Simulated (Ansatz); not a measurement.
in.yaml

```yaml
crystal:
  periodic: [false, false, false]
  atoms:
    - {symbol: Al, position_ang: [0.000000, 0.000000, 0.000000]}
    - {symbol: O, position_ang: [0.000000, 0.000000, 1.620001]}
basis:
  gaussian: {orbitals: 6-31G}
magnetization: {spin_polarized: false, initial_magnetization: 1}
correlation: {method: fci, electrons: outside_noble_gas}
```

```sh
$ ansatz run in.yaml --threads 1 --pin off --events-out ev --progress --plain --max-ram 2393MiB
```

Task: Roughly how long does this take on 1 thread of Arm Neoverse V1, shared host, and how much host memory?

Result: 62 s wall and 0.29 GiB.

```
392 factors; integrals over basis functions are off by at most 9.2e-8 eV
mean field evaluation 1: about -8610.1616 eV, gradient 4.9e1 eV
mean field evaluation 2: about -8610.2009 eV, gradient 4.9e1 eV
mean field evaluation 4: about -8616.5560 eV, gradient 6.6e0 eV
mean field evaluation 8: about -8616.7627 eV, gradient 5.5e-1 eV
mean field evaluation 16: about -8617.2421 eV, gradient 7.7e-1 eV
mean field evaluation 32: about -8617.4881 eV, gradient 1.4e0 eV
mean field evaluation 64: about -8616.6988 eV, gradient 8.1e-1 eV
mean field evaluation 96: about -8611.8987 eV, gradient 1.0e0 eV
mean field evaluation 128: about -8617.2552 eV, gradient 9.2e-7 eV
mean field evaluation 160: about -8615.3443 eV, gradient 9.2e0 eV
mean field evaluation 192: about -8617.2551 eV, gradient 3.6e-2 eV
mean field evaluation 224: about -8616.7466 eV, gradient 5.3e-1 eV
mean field evaluation 256: about -8616.7556 eV, gradient 3.2e-1 eV
mean field evaluation 288: about -8616.7553 eV, gradient 2.3e-1 eV
mean field evaluation 320: about -8616.7560 eV, gradient 3.3e-1 eV
mean field evaluation 352: about -8617.1952 eV, gradient 8.2e-1 eV
mean field -8617.50705053 eV, -316.6875429507 hartree, gradient 3.0e-6 eV, S^2 0.750000; 11 other end points of the search recorded, 0 dependent functions left out
mean field evaluation 384: about -8617.5798 eV, gradient 1.9e-4 eV
mean field evaluation 416: about -8617.5533 eV, gradient 3.0e-1 eV
mean field evaluation 448: about -8616.4184 eV, gradient 3.0e0 eV
mean field evaluation 480: about -8610.0596 eV, gradient 1.3e1 eV
mean field evaluation 512: about -8613.1404 eV, gradient 6.6e0 eV
determinant -8617.50705053 eV, -316.6875429507 hartree, with singles and doubles -8621.03213993 eV, -316.8170875969 hartree
determinant -8617.25517603 eV, -316.6782867338 hartree, with singles and doubles -8621.88873525 eV, -316.8485668942 hartree
6 core orbitals not correlated: weight in the atoms' cores, before any rotation towards them, 1.000 or more for the frozen orbitals, at most 0.000 for the correlated occupied ones
reference -8617.50705053 eV, -316.6875429507 hartree; 5, 4 occupied and 11, 12 virtual orbitals, 392 factors
state -8622.16507793 eV, -316.8587223006 hartree
6 core orbitals not correlated: weight in the atoms' cores, before any rotation towards them, 1.000 or more for the frozen orbitals, at most 0.000 for the correlated occupied ones
state -8622.16538877 eV, -316.8587337236 hartree
Total energy: -8622.16538877 eV, -316.8587337236 hartree
```

Natural occupations: 1.9859 1.9223 1.9223 1.9041 1.0336 0.0788 0.0788 0.0325 0.0129 0.0094 0.0094 0.0038 0.0031 0.0011 0.0011 0.0008.
